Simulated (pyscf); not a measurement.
Single points on ωB97X-D3(BJ)/def2-SVP structures (PySCF, gas phase).

Problem. HN=SiH–Cl + H• -> [HN=Si–Cl]• + H₂
Surface: doublet. Broken: H–Si. Formed: H–H. Give ΔE‡ and ΔE from ωB97X-D3(BJ)/def2-TZVP, relative to the separated reactants.

Solution. ΔE‡ = 6.1 kcal/mol, ΔE = -19.9 kcal/mol. ωB97M-D3(BJ)/def2-TZVP gives 6.2 kcal/mol and -21.3 kcal/mol. Zero-point energy shifts the barrier by -0.6 kcal/mol. It is a hydrogen abstraction, with an imaginary mode of 869i cm⁻¹. HN=SiH–Cl lies 26.4 kcal/mol over its isomer H₂N–Si:–Cl [singlet] (electronic energy, ωB97M-D3(BJ)/def2-TZVP). One saddle was located; it need not be the lowest between these sides. The angle at the transferred H is 173°.
